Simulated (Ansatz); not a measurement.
Consider the hydrogen abstraction from the S–H bond: `O[SiH2]S` + H• → `O[SiH2][S]`• + H₂.

Computed with Ansatz on PBE0-D4/def2-TZVP structures; ΔE is electronic, products minus reactants. CCSD(T)/CBS is the MP2 limit (def2-TZVPP, def2-QZVPP) plus CCSD(T) − MP2 in def2-TZVPP, frozen cores. This one scheme is used for every species, atoms too. DFT in def2-TZVPP. No spin–orbit coupling; open shells (•) take unrestricted orbitals. One conformer a species, not always the lowest.

`O[SiH2]S`:

```xyz
7

O    -0.472   -1.278    0.634
Si    0.482   -0.194   -0.147
S    -0.292    1.793   -0.120
H    -0.746   -1.058    1.527
H     1.813   -0.042    0.491
H     0.589   -0.719   -1.524
H    -1.374    1.498   -0.860
```

`O[SiH2][S]`•:

Z-matrix (Å, degrees):
```
Si
S 1 2.114
O 1 1.639 2 115.7
H 1 1.479 2 110.7 3 -119.1
H 1 1.491 2 101.6 3 122.1
H 3 0.959 1 117.8 2 48.7
```

H₂:

```xyz
2

H     0.238   -0.081   -0.276
H    -0.238    0.081    0.276
```

CCSD(T)/CBS gives -62.7 kJ/mol.

(1) Another level gave -56.6 kJ/mol. Which?
A. PBE0/def2-TZVPP
B. BLYP/def2-TZVPP
C. r2SCAN0-D4/def2-TZVPP
D. LDA (SPW92)/def2-TZVPP

Largest T1 diagnostic among the species: 0.014.

Results:

(1) A. PBE0 -56.6, LDA (SPW92) -45.0, BLYP -83.1, r2SCAN0-D4 -67.9 kJ/mol.

Leaving LDA and LC-ωPBE aside and taking each functional with its dispersion term where it has one, the values, not all of them listed here, spread over 27.8 kJ/mol, from BLYP-D4 to PBE-QIDH. LDA lies +13.6 kJ/mol from PBE without D4. From BLYP to BHLYP (50 % exact exchange), in def2-TZVPP and without D4, ΔE moves by +5.6 kJ/mol.
